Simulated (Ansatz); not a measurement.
Basis sets over 8 cases of the atomisation energy at HF with Ansatz (Al to Cl present), each against its own reference: (a) the value in aug-cc-pV5Z; (b) the value in aug-pcseg-3; (c) the value in pcseg-4 (pcseg sets are built for DFT). By their distance from other large sets or by the extrapolation step the references are unsure by up to roughly 0.44 kcal/mol. B3LYP-D3(BJ)/def2-TZVP geometries; electronic energies; unrestricted open shells; no added dispersion term; no relativity. Cartesian d functions in some cases of 6-31G**, 6-31+G*. (X+d) sets on Al to Cl for cc-pVXZ and aug-cc-pVXZ. 

Cases are drawn at random; left out are references unsure by over 1.3 kcal/mol, doubtful singlets, and cases whose largest runs show a restricted determinant unstable towards unrestricted orbitals, <S^2> over 0.1 too high or, where CCSD(T) ran, T1 over 0.025 (0.045 for open shells). Sets are drawn from those converged to one state in every case.

Cases (SMILES) and reference values:
- [S]F (F-S) → F atom + S atom: 35.78 kcal/mol (c)
- P (PH3) → 3 H atom + P atom: 172.77 kcal/mol (b)
- [PH2] (PH2) → 2 H atom + P atom: 109.04 kcal/mol (b)
- S(F)F → 2 F atom + S atom: 79.42 kcal/mol (a)
- C(=S)=S → C atom + 2 S atom: 164.54 kcal/mol (a)
- [SiH3] (SiH3) → 3 H atom + Si atom: 180.64 kcal/mol (b)
- [SH] (SH) → H atom + S atom: 61.12 kcal/mol (a)
- [P]=O (O-P) → O atom + P atom: 62.48 kcal/mol (c)

```
basis            functions over def2-SVP (largest species, mean of cases)  mean signed deviation (kcal/mol)  mean absolute  largest  within 4 kcal/mol
---------------  --------------------------------------------------------  --------------------------------  -------------  -------  -----------------
6-31G**                                                               1.0                             -7.14           7.14    16.38             2 of 8
6-31+G*                                                               1.1                             -8.32           8.32    14.14             0 of 8
def2-SVPD                                                             1.5                             -5.02           5.02    11.51             4 of 8
6-311++G(2d,2p)                                                       2.0                             -4.44           4.44    12.35             4 of 8
pcseg-2                                                               2.1                             -1.41           1.41     3.64             8 of 8
def2-TZVPD                                                            2.4                             -0.90           0.90     1.72             8 of 8
jun-cc-pV(T+d)Z                                                       2.7                             -0.93           0.93     2.06             8 of 8
def2-TZVPPD                                                           2.9                             -0.71           0.71     1.57             8 of 8
aug-pcseg-2                                                           3.2                             -0.52           0.52     1.48             8 of 8
def2-QZVP                                                             4.3                             -0.30           0.30     0.73             8 of 8
```

Among the sets for which every case ran a larger relative (same family, alike in diffuse functions, listed or not), the smallest listed that holds all cases within 4 kcal/mol together with them is pcseg-2, at 2.1 times the functions of def2-SVP. Inside, though some case ran no larger relative to test it: def2-QZVP. Largest deviations of relatives not listed, over the cases that ran them: aug-cc-pVTZ 1.35, pcseg-3 0.62, def2-QZVPPD 0.62, aug-cc-pVQZ 0.53, aug-pcseg-3 0.69, pcseg-4 0.48, aug-cc-pV5Z 0.00 kcal/mol. These figures hold for the cases listed.

Ansatz is a first-principles code.
